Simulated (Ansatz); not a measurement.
The inner images of a band of AlFH4 (6 atoms, charge 0, multiplicity 1) are given out of order.

These are results of Ansatz, RKS B3LYP/def2-TZVP, not measurements.

Image 0:

```xyz
6
Properties=species:S:1:pos:R:3
Al 0.006 0.074 0.057
H 0.008 0.467 1.612
H 1.375 0.132 -0.730
H -1.376 0.065 -0.709
F 0.058 -1.931 0.800
H 0.057 -1.705 1.711
```

Image 8:

```xyz
6
Properties=species:S:1:pos:R:3
Al 0.017 -0.550 -0.343
H 0.015 0.148 2.068
H 1.395 0.172 -0.557
H -1.395 0.108 -0.536
F 0.057 -2.179 -0.026
H 0.038 -0.597 2.137
```

**Question.** Put them in order from the first end to the last, with their energies above the first end.
A.
```xyz
6
Properties=species:S:1:pos:R:3
Al 0.016 -0.419 -0.146
H 0.020 -0.028 1.856
H 1.386 0.195 -0.615
H -1.386 0.135 -0.597
F 0.054 -1.996 0.474
H 0.037 -0.786 1.769
```
B.
```xyz
6
Properties=species:S:1:pos:R:3
Al 0.017 -0.518 -0.284
H 0.019 0.088 1.996
H 1.391 0.192 -0.561
H -1.392 0.127 -0.543
F 0.057 -2.127 0.136
H 0.035 -0.661 1.998
```
C.
```xyz
6
Properties=species:S:1:pos:R:3
Al 0.014 -0.324 -0.069
H 0.021 -0.053 1.781
H 1.389 0.178 -0.648
H -1.389 0.119 -0.630
F 0.053 -1.943 0.631
H 0.039 -0.876 1.677
```
D.
```xyz
6
Properties=species:S:1:pos:R:3
Al 0.017 -0.479 -0.222
H 0.019 0.026 1.930
H 1.387 0.202 -0.583
H -1.387 0.139 -0.565
F 0.056 -2.063 0.307
H 0.036 -0.724 1.876
```
E.
```xyz
6
Properties=species:S:1:pos:R:3
Al 0.007 0.012 0.038
H 0.012 0.265 1.642
H 1.382 0.149 -0.719
H -1.385 0.084 -0.699
F 0.058 -1.951 0.832
H 0.053 -1.457 1.649
```
F.
```xyz
6
Properties=species:S:1:pos:R:3
Al 0.011 -0.209 -0.019
H 0.020 -0.014 1.725
H 1.391 0.169 -0.669
H -1.393 0.107 -0.650
F 0.055 -1.920 0.753
H 0.044 -1.032 1.603
```
G.
```xyz
6
Properties=species:S:1:pos:R:3
Al 0.009 -0.096 0.012
H 0.016 0.084 1.679
H 1.393 0.159 -0.687
H -1.395 0.094 -0.668
F 0.057 -1.926 0.833
H 0.049 -1.213 1.574
```

**Answer.** E (+0.8 kJ/mol), G (+3.2 kJ/mol), F (-12.5 kJ/mol), C (-71.0 kJ/mol), A (-115.9 kJ/mol), D (-136.3 kJ/mol), B (-143.4 kJ/mol).

Time of the run: 67 s on 2 threads of Arm Neoverse V1, on a shared host, peak memory 0.14 GiB.
